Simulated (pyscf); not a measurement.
Single points on ωB97X-D3(BJ)/def2-SVP structures (PySCF, gas phase).

SMILES: CC[CH2][Al]([OH])[OH]
```xyz
15

C     -1.4837     0.5800     1.3600
C     -0.5869    -0.4721     2.0147
C     -0.0019    -1.4549     0.9857
Al     0.8390    -0.5083    -0.4883
O      1.7689     0.8767    -0.1199
O      0.6212    -1.0561    -2.0912
H     -0.8955     1.2136     0.6695
H     -2.2974     0.1083     0.7832
H     -1.9430     1.2556     2.0992
H      0.2348     0.0412     2.5428
H     -1.1596    -1.0144     2.7882
H     -0.7979    -2.1025     0.5754
H      0.7232    -2.1370     1.4646
H      2.2232     1.4817    -0.7072
H      0.9749    -0.6947    -2.9048
```
Charge 0, spin multiplicity 1.

Question: What is the homolytic dissociation enthalpy (298 K, ωB97M-D3(BJ)/def2-TZVP) of the C–C bond of H₃C–CH₂–CH₂–Al(OH)–OH, to •H₂C–CH₃ + •H₂C–Al(OH)–OH?

Answer: C–C to •H₂C–CH₃ + •H₂C–Al(OH)–OH: 342.7 kJ/mol. The 7 functionals that were run give +303.8 (r²SCAN) to +345.8 kJ/mol (ωB97X-D3(BJ)/def2-TZVP). The radicals are drawn with the spin at the cut bond; how far it spreads was not checked. Other isomers of •H₂C–CH₃, •H₂C–Al(OH)–OH were not searched in full and may lie lower.
